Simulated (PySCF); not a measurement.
NH (triplet state).
SMILES with atom numbers: `[NH:1]` (hydrogens: H2 on N1)

Computed with UKS B3LYP, pcH-1 on H N, non-relativistic, mean-field spin-orbit, GIAO in PySCF. Isolated species at its GFN2-xTB geometry, gas phase. A GFN2-xTB geometry isn't a minimum of the functional, and hyperfine couplings can be far from their values at a DFT geometry.

Problem. Give the principal g shifts and their parts.

Solution. 
```
                    Δg (ppm)     1     2     3
relativistic mass correction  -205  -205  -205
            gauge correction    42    19    19
   orbital Zeeman/spin–orbit     0  1436  1436
                       total  -163  1250  1250
```

So g = 2.00216, 2.00357, 2.00357 and g_iso = 2.00310; the tensor is axial. Axes: g1 lies along the molecular axis. With S = 1 there is also a zero-field splitting, D = +1.87 cm⁻¹, to set against the quantum of 0.317 cm⁻¹ at 9.5 GHz.

Problem. What effective moment and Curie constant follow for a powder at temperatures where kT is far above the zero-field splitting?

Solution. With the mean of g² = 4.0124 and S(S+1) = 2.00: μ_eff = √(⟨g²⟩S(S+1)) = 2.833 μB and χT = 0.12505·⟨g²⟩·S(S+1) = 1.004 cm³ K/mol (cgs; spin-Hamiltonian part alone).

Problem. What are the electron Larmor frequencies g μB B/h along the three axes at 340 mT?

Solution. 9.5277, 9.5344, 9.5344 GHz for g1, g2 and g3, a range of 6.7 MHz.

Problem. At 9.598 GHz, how far is the centre of the isotropic spectrum from where a free electron (g = 2.002319) resonates, zero-field splitting left aside?

Solution. B = hν/(g μB) with μB/h = 13.99624 MHz/mT gives 342.48 mT for the free electron and 342.35 mT at g_iso, 0.13 mT lower.

The largest Mulliken spin population is on N1 (+2.06).

The HOMO–LUMO gaps are 10.45 eV among the α and 6.84 eV among the β orbitals.
